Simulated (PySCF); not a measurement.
# Structure from NMR data

An unknown has the formula C₅H₈O. Its calculated NMR data are:

¹H NMR (300 MHz, computed): δ 3.75 (s, 3H), 2.24 (m, 1H), 1.65 (m, 2H), 0.51 (m, 2H).

¹³C{¹H} NMR (computed): δ 62.2 (CH3), 57.5 (C), 33.4 (CH2), 7.8 (CH).

- shielding tensors at PBE0/pcSseg-1 (GIAO)
- GFN2-xTB geometry
- code: PySCF 2.14.0 with density-fitted response routines
- one computed conformer, in vacuum, non-relativistic, averaged over atoms made equivalent by symmetry, fast rotation or ring inversion

Scale: ¹H (31.72 ppm) and ¹³C (186.93 ppm) vs TMS (reference shieldings calculated alike).

Problem. Choose the structure that fits.
A. C=C(C)CC=O
B. CC/C=C\C=O
C. CO[C@]12C[C@H]1C2

Solution. C. 

1. Rings plus π bonds: 2 (2 rings in the answer).
2. 4 carbon signals for 5 carbons: some carbons are equivalent by symmetry or fast rotation.
3. Carbon types of the structure: 1 × C, 1 × CH, 2 × CH2, 1 × CH3, which accounts for all hydrogens.
4. δC 62.2: methyl carbon bonded to O; pulled downfield by the heteroatom.
5. δC 57.5, 33.4, 7.8: three-membered-ring carbon.
6. δH 3.75: hydrogen on a methyl carbon bonded to O; its carbon carries O, hence the downfield position.
7. δH 2.24, 1.65, 0.51: hydrogen on a three-membered-ring carbon.

The others: CC/C=C\C=O would give 5 carbon signals, not 4; C=C(C)CC=O would give 5 carbon signals, not 4.

Shifts are as computed. Against solution values, carbons near 30 ppm lie about +3 ppm off and those near 130 ppm about +5 ppm. Of 1211 compounds with measured shifts, 218 miss one by over three times the rms of a fit or turn the order of signals round; such compounds aren't used in these exercises. No couplings were computed; multiplicities are counted from neighbouring protons, with m where these are inequivalent, close in shift, in a saturated or five-membered ring or joined by F or P, and br s for small geminal =CH2 splittings.
